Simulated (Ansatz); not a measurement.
**LiH (singlet): from Hartree-Fock to the top rungs, 6-31G**

The task here is to estimate one member of a computed series from the others.

The runs use Ansatz 0.2.0, Gaussian basis; 6-31G, core rule «outside noble gas», up to 1 orbitals frozen.

To be run: UHF; CCSD(T) on RHF; BCCD(T) on RHF; Full CI.

22 further runs of the same task are left out: 10 for a known fault of the program, 1 for a mislabelled method, 1 that didn't finish, 10 set aside as unsound or not needed.

### What is computed

The geometry is an MP2(full)/6-31G* stationary point (not a proven minimum).

2 atoms, charge 0, spin multiplicity 1.

Atoms are counted from 1 here; the program's logs count them from 0.

Bond lengths: Li1–H2 1.640 Å.

Set-up of the first run:

Input file in.yaml:

```yaml
crystal:
  periodic: [false, false, false]
  atoms:
    - {symbol: Li, position_ang: [0.000000, 0.000000, 0.000000]}
    - {symbol: H, position_ang: [0.000000, 0.000000, 1.640000]}
basis:
  gaussian: {orbitals: 6-31G}
magnetization: {spin_polarized: true, initial_magnetization: 0}
hamiltonian: {xc: hf}
output: {orbitals: {seedname: orbitals}}
```

Started as:

```sh
$ ansatz run in.yaml --threads 1 --pin off --events-out ev --progress --plain --max-ram 2393MiB
```

Steps of the session up to this table: UHF; CCSD(T) on RHF; BCCD(T) on RHF; Full CI.

One of the session's tables, all rows but one given; the rest of the session is left out.

It belongs to the step «Misses and costs». 

| method | from FCI (meV) |
| --- | --- |
| RHF | +517.5 |
| RMP2 | ? |
| RCCSD | 0.0 |
| RCCSD(T) | 0.0 |
| BCCD(T) | 0.0 |
| FCI | 0 |

Estimate the missing values for RMP2.

**Answer.** from FCI (meV): +178.6. In the column «from FCI (meV)» it lies between FCI (0) and RHF (+517.5).

With the free atoms at the same levels and basis (separate runs), the atomisation energy is 1.879 eV at FCI, 1.879 eV at RCCSD(T), 1.362 eV at RHF.
